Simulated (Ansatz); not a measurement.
Geometry optimisation, RKS LDA/cc-pVDZ in Ansatz 0.2.0.

Input:

```yaml
crystal:
  periodic: [false, false, false]
  atoms:
    - { symbol: B, position_ang: [0.0, 0.0, 0.0] }
    - { symbol: H, position_ang: [0.0, 0.0, 1.19] }
    - { symbol: "N", position_ang: [1.3423, 0.0, -0.775] }
    - { symbol: H, position_ang: [1.8089, -0.9179, -1.0268] }
    - { symbol: H, position_ang: [1.7937, 0.9179, -1.0532] }
    - { symbol: H, position_ang: [-1.0305, 0.0, -0.595] }
basis:
  gaussian: { orbitals: cc-pVDZ }
hamiltonian:
  xc: lda
relax:
  f_tol: 0.02
  max_steps: 40
```

Command:

```bash
$ ansatz run input.yaml --threads 1 --pin off --max-ram 2048MiB --backend cpu --events-out ev --progress --plain --runs-dir out
```

**Question.** Where does it end, and by what steps?

**Answer.** It converged. After 9 steps the energy has fallen by 2.046 eV; H4 moved furthest, 0.82 Å.

```
step  energy less start (eV)  largest force component (eV/Å)  accepted
   0                  0.0000                           3.090       yes
   1                 -0.3025                           1.470       yes
   2                 -0.8073                           2.080       yes
   3                 -1.3201                           2.759       yes
   4                 -1.7926                           1.497       yes
   5                 -1.9563                           0.678       yes
   6                 -2.0267                           0.413       yes
   7                 -2.0450                           0.074       yes
   8                 -2.0449                           0.193        no
   9                 -2.0456                           0.010       yes
```

```xyz
6
Properties=species:S:1:pos:R:3
B 0.060 0.000 -0.035
H -0.003 -0.601 1.024
N 1.258 0.000 -0.726
H 2.098 -0.481 -0.393
H 1.390 0.481 -1.620
H -0.888 0.601 -0.509
```

Whether the end is a true minimum wasn't checked by a vibrational analysis.

The run took 6.2 s on 1 thread of Intel(R) Xeon(R) Platinum 8375C CPU @ 2.90GHz (Ice Lake), with other jobs on the host, peak memory 0.12 GiB.
